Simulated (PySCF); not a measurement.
C2H6S, SMILES CSC. Atoms are numbered in the order given.

```xyz
9

C      1.3786     0.0000     0.5123
S      0.0000     0.0000    -0.6595
C     -1.3786     0.0000     0.5123
H      1.3584    -0.8935     1.1392
H      2.2962     0.0000    -0.0763
H      1.3584     0.8935     1.1392
H     -1.3584    -0.8935     1.1392
H     -2.2962     0.0000    -0.0763
H     -1.3584     0.8935     1.1392
```
Charge 0, spin multiplicity 1.

Geometry: TPSSh-D3(BJ)/def2-TZVP.

Computed with PySCF with B3LYP/pcSseg-1.

GIAO shieldings, no solvent; atoms alike by connectivity are averaged. δ = σ(ref) − σ: ¹³C against TMS (σ = 181.3 ppm); ³³S against H2S (σ = 695.8 ppm); ¹H against TMS (σ = 31.68 ppm), references at their B3LYP-D3(BJ)/def2-TZVP geometries, non-relativistic.

Computed chemical shifts:
```tsv
nucleus	atoms	count	δ (ppm)
¹³C	C1, C3	2	23.9
³³S	S2	1	136.1
¹H	H4, H5, H6, H7, H8, H9	6	1.96
```
